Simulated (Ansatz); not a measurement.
# BNH (quartet): from Hartree-Fock to the top rungs, def2-QZVPP

An exercise on one series of results from a longer session: the logs are not shown, and one member is left open.

The runs use Ansatz 0.2.0, Gaussian basis; def2-QZVPP, core rule «outside noble gas», up to 2 orbitals frozen.

Plan: UHF; ROHF; CCSD(T) on UHF.

## What is computed

The geometry is a PBE0/def2-TZVP stationary point (not a proven minimum).

3 atoms, charge 0, spin multiplicity 4.

Atoms are counted from 1 here; the program's logs count them from 0.

Bond lengths: B1–N2 1.465 Å, N2–H3 1.030 Å. Angles: B1–N2–H3 111.7°.

The first run:

in.yaml reads:

```yaml
crystal:
  periodic: [false, false, false]
  atoms:
    - {symbol: B, position_ang: [0.000000, 0.079752, 0.863775]}
    - {symbol: N, position_ang: [0.000000, -0.117617, -0.587927]}
    - {symbol: H, position_ang: [0.000000, 0.779045, -1.094669]}
basis:
  gaussian: {orbitals: "def2-QZVPP.json"}
magnetization: {spin_polarized: true, initial_magnetization: 3}
hamiltonian: {xc: hf}
output: {orbitals: {seedname: orbitals}}
```

The run is started by

```sh
> ansatz run in.yaml --threads 1 --pin off --events-out ev --progress --plain --max-ram 2393MiB
```

Among the steps run: UHF; ROHF; CCSD(T) on UHF.

One of the session's tables, all rows but one given; the rest of the session is left out.

It belongs to the step «Misses and costs». 

```
  method  from UCCSD(T) (meV)
    ROHF              +7066.6
     UHF              +6943.6
    UMP2                    ?
   UCCSD               +267.5
UCCSD(T)                    0
```

**Question.** Estimate the row for UMP2.

The run gave: from UCCSD(T) (meV): +787.3. In the column «from UCCSD(T) (meV)» it lies between UCCSD (+267.5) and UHF (+6943.6).
